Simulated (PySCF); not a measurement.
Compound: C4H7N.
InChI=1S/C4H7N/c5-4-2-1-3(2)4/h2-4H,1,5H2/t2-,3+,4+

Torsions of this conformer, `[NH2:1][C@@H:2]1[C@H:3]2[CH2:4][C@@H:5]12`: H–N1–C2–C3 -90°, H–N1–C2–C3 31°.

The closed-shell ground state was solved at several levels (PySCF, density fitting, gas phase, non-relativistic). One conformer (not necessarily the lowest) at the GFN2-xTB geometry, without solvent, vibrations or thermal averaging.

| level | basis functions | total energy (Eh) | HOMO (eV) | LUMO (eV) | gap (eV) | dipole (D) |
| --- | --- | --- | --- | --- | --- | --- |
| wB97X-D/def2-SVPD | 156 | -211.0915 | -8.59 | 2.62 | 11.21 | 1.47 |
| PBE0/pcSseg-1 | 120 | -211.0240 | -6.60 | 1.63 | 8.23 | 1.59 |

Question: What might B3LYP/pcJ-1 (205 basis functions) give for the same quantities?

Answer: Total energy -211.3107 Eh, HOMO -6.31 eV, LUMO 1.29 eV, gap 7.60 eV, dipole 1.58 D.

Question: Over all these levels, which gives the widest orbital gap and which the narrowest?

Answer: wB97X-D/def2-SVPD (range-separated hybrid) has the widest, 11.21 eV, and B3LYP/pcJ-1 (global hybrid, 20 % exact exchange) the narrowest, 7.60 eV. Functional and basis both differ between the two, so the spread mixes both effects.

Question: How far do the dipole and the HOMO energy spread over the levels?

Answer: The dipole runs from 1.47 to 1.59 D (mean 1.55 D) and the HOMO from -8.59 to -6.31 eV.

Note: wB97X-D ran without an empirical dispersion term, which enters the total energy and its gradient alone.
